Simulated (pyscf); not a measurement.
**Four-centre exchange: `[PH3]` + `[InH3]` → `[PH3]` + `[InH3]`**

Gas phase, singlet surface, charge 0. Bonds broken: P1–H2, In5–H6. Bonds formed: P1–H6, H2–In5. PySCF, gas phase, ωB97X-D3(BJ)/def2-SVP geometries. MP2 and CC: frozen core, UHF for open shells. ΔMP2 is the change of the MP2 total energy from the triple- to the quadruple-zeta basis.

Transition state (Å):

```xyz
8

P      1.3668    -0.3323     0.1499
H     -0.2313     0.1938    -0.0983
H      1.9760    -1.5223     0.6816
H      0.9967    -1.0548    -1.0380
In    -1.0379    -0.0760     1.5889
H      0.8287    -0.3120     1.7630
H     -1.2090     1.5284     2.1226
H     -1.8630    -1.5616     1.6548
```

One imaginary mode, 984i cm⁻¹; descent along it reached the two sides named, in the forms told below.

```json
[
 {"bond": "P1–H2", "change": "breaks", "reactant side (Å)": "1.424", "saddle": "1.701", "product side": "3.8"},
 {"bond": "In5–H6", "change": "breaks", "reactant side (Å)": "1.729", "saddle": "1.889", "product side": "2.8"},
 {"bond": "P1–H6", "change": "forms", "reactant side (Å)": "3.7", "saddle": "1.701", "product side": "1.425"},
 {"bond": "H2–In5", "change": "forms", "reactant side (Å)": "2.7", "saddle": "1.890", "product side": "1.729"}
]
```

Electronic energies relative to the separated reactants (kcal/mol):

```csv
level,barrier,reaction energy,reverse barrier
ωB97X-D3(BJ)/def2-TZVP,36.3,0.0,36.3
PBE/def2-TZVP,32.3,0.0,32.3
r²SCAN/def2-TZVP,33.7,0.0,33.7
B3LYP-D3(BJ)/def2-TZVP,37.6,0.0,37.6
PBE0-D3(BJ)/def2-TZVP,34.2,0.0,34.2
M06-2X/def2-TZVP,37.6,0.0,37.6
ωB97M-D3(BJ)/def2-TZVP,40.3,0.0,40.3
HF/def2-TZVP,57.4,0.0,57.4
MP2/def2-QZVPP,37.4,0.0,37.4
CCSD/def2-TZVPP,42.3,0.0,42.3
CCSD(T)/def2-TZVPP,39.6,0.0,39.6
CCSD(T)/def2-TZVPP + ΔMP2(QZVPP),38.1,0.0,38.1
```

With CCSD(T)/def2-TZVPP + ΔMP2(QZVPP) energies and thermal terms (ideal gas, 1 atm, RRHO with modes under 100 cm⁻¹ raised to 100, one conformer, R ln 2 for chiral ones without a mode under 150 cm⁻¹), in kcal/mol:

| T (K) | ΔH‡ | ΔG‡ | ΔH | ΔG |
|---|---|---|---|---|
| 298 | 38.6 | 48.2 | 0.0 | 0.0 |
| 600 | 38.7 | 58.0 | 0.0 | 0.0 |
| 900 | 39.2 | 67.5 | 0.0 | 0.0 |
| 1200 | 39.9 | 76.8 | 0.0 | 0.0 |

On the reactant side the descent ends in a complex (not fully relaxed), 5.7 kcal/mol under the separated species and 42.0 kcal/mol under the saddle at ωB97X-D3(BJ)/def2-TZVP. On the product side the descent ends in a complex (not fully relaxed), 5.8 kcal/mol under the separated species and 42.1 kcal/mol under the saddle at ωB97X-D3(BJ)/def2-TZVP. At the saddle there is also a short In–P contact that neither side keeps. This is the saddle that the search found; another between the same sides may lie lower. The CCSD(T) − MP2 part came from Ansatz, without density fitting, on the same reference. The frozen core leaves the outer d or s,p core shells of the metals and heavy elements correlated in the MP2 and CC values, and def2-TZVPP describes them poorly, which can shift differences by a few kcal/mol. Elements past Kr carry the def2 core potentials, without spin-orbit coupling.
